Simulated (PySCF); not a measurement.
Metal–ligand bonds in Cd(NH2)1–Y. Isolated molecules, 0 K electronic values unless said otherwise. One relaxed conformer stands for each flexible species; it need not be the lowest. Multiplicities are imposed; where one is given, others were not computed. Strings in code marks are SMILES.

Quantity: electronic energy of homolysis of the metal–ligand bond (relaxed doublet parts, no counterpoise, zero-point or spin–orbit term), in kcal/mol.

A: Cl: [Cd(NH2)(Cl)]
B: Br: [Cd(NH2)(Br)]
C: SH: [Cd(NH2)(SH)]

Problem. Put the candidates in order of electronic energy of homolysis of the metal–ligand bond (relaxed doublet parts, no counterpoise, zero-point or spin–orbit term), lowest first, for B3LYP/LANL2DZ // PBE-D3(BJ)/def2-SVP (PySCF).

Solution. C (60.7 kcal/mol), B (71.8 kcal/mol), A (80.7 kcal/mol)
